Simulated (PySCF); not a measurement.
Gas-phase reaction: 2 CH2CHF = CH2F + F + C3H4 (allene)

Computed with PySCF and rigid-rotor harmonic-oscillator thermochemistry at 1 bar. † marks an energy on the PBE0/def2-TZVP geometry and frequencies. CCSD(T) freezes the core. Open shells (unrestricted): CH2F (multiplicity 2), F (multiplicity 2); the rest are closed-shell singlets. Spin-orbit splitting is ignored; it lowers the true energy and changes the entropy of F. B3LYP is the form with VWN-RPA correlation. CH2F: computed as isolated molecules; such fragments, hydroxides, amides, oligomers or adducts are transient or little studied in the gas. CCSD(T) isn't extrapolated to the basis-set limit.

```
level               ΔH°(298 K), kJ
------------------  --------------
B3LYP/def2-TZVP†               501
CCSD(T)/def2-SVP†              496
HF/def2-TZVP†                  339
M06-2X/def2-TZVP†              519
PBE/def2-TZVP†                   …
r2SCAN/def2-TZVP†                …
ωB97M-V/def2-TZVP†               …
```

**Question.** Some entries are withheld; supply them.

**Answer.** 
- PBE/def2-TZVP†, ΔH°(298 K), kJ: 531
- r2SCAN/def2-TZVP†, ΔH°(298 K), kJ: 502
- ωB97M-V/def2-TZVP†, ΔH°(298 K), kJ: 522
